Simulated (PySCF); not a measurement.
Molecule: SMILES C1[C@]2(F)[C@H](C1)C2, C5H7F.

Cartesian coordinates in Å; atom numbers follow the order of the lines, from 1:
```xyz
13

F     0.2277   -2.0785    0.8749
C     0.1563   -0.9014    0.2237
C    -1.1352   -0.3851   -0.3693
C    -0.6890    1.0514    0.0270
C     0.5661    0.4786    0.6790
C     1.3634   -0.2750   -0.3621
H    -2.0023   -0.7161    0.2192
H    -1.3162   -0.6012   -1.4344
H    -0.5069    1.7461   -0.8091
H    -1.3773    1.5282    0.7384
H     1.0178    0.8131    1.6155
H     1.3957    0.0608   -1.4065
H     2.2974   -0.6995    0.0157
```

Spin–spin couplings on one PBE0-D3(BJ)/def2-SVP geometry, PySCF 2.14, gas phase, non-relativistic, equivalent pairs averaged (spin–dipole term only in couplings to heteroatoms); isotopes 19F, 13C, 1H; basis pcJ-1.

Question: How do the couplings (Hz) change with the functional? Times are CPU seconds on 1 thread of an Arm Neoverse V2, shared host.

Answer: 
```
functional  functions  1J(F1,C2)  1J(C5,H11)  1J(C6,H12)  1J(C6,H13)  1J(C4,H10)  1J(C3,H8)  1J(C4,H9)  core-s
        HF        232     -220.3       219.4       201.6       190.6       174.2      173.5      173.1      28
       LDA        232     -377.2       150.2       135.5       125.0       110.9      110.7      111.1      17
       PBE        232     -393.0       174.3       158.5       148.5       132.3      131.7      132.2      26
       KT2        232     -399.1       186.6       169.5       159.0       139.7      138.7      139.5      28
      PBE0        232     -351.4       179.2       163.2       152.6       136.8      136.4      136.4      35
     B97-2        232     -344.2       171.6       156.6       145.9       130.5      130.5      130.5      35
 BHandHLYP        232     -306.9       200.2       183.7       172.0       154.9      154.8      154.5      38
 CAM-B3LYP        232     -335.0       186.1       170.0       158.2       141.6      141.7      141.5      50
```
